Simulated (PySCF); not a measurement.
**H₂PO + N₂ → PN₂ + H₂O**

Level: PBE0 in the def2-TZVP basis family, all electrons, no relativity, computed in PySCF with density fitting; open shells unrestricted.

| species | state and structure | E (Eh) | ZPE (kJ/mol) | H(298 K) − H(0) (kJ/mol) | S° (J/(mol K)) |
| --- | --- | --- | --- | --- | --- |
| H₂PO | doublet, Cs, P–H 1.422 Å (×2), P–O 1.492 Å; H–P–H 102.4°, H–P–O 114.3° (×2) | -417.57402 | 51.7 | 10.4 | 246.3 |
| N₂ | singlet, D∞h, N–N 1.089 Å | -109.44629 | 14.9 | 8.7 | 191.4 |
| PN₂ | doublet, D∞h, P–N 1.529 Å (×2) | -450.48138 | 15.5 | 11.6 | 241.1 |
| H₂O | singlet, C2v, O–H 0.960 Å (×2); H–O–H 105.1° | -76.37736 | 56.5 | 9.9 | 188.7 |

Q: What is the electronic reaction energy?

A: At PBE0/def2-TZVP, ΔE = 424.2 kJ/mol from the differences of the total energies times 2625.5, uphill. 

Q: Add zero-point, thermal and entropy terms for 298.15 K and 1 bar.

A: ΔZPE = 5.4 and Δ[H(298) − H(0)] = 2.4 kJ/mol give ΔH° = 432.0 kJ/mol. ΔS° = -7.9 J/(mol K), so ΔG° = 432.0 − 298.15 × (-0.0079) = 434 kJ/mol.

Only the bonding shown was studied: isomers, or loss of a ligand pair, can lie lower.
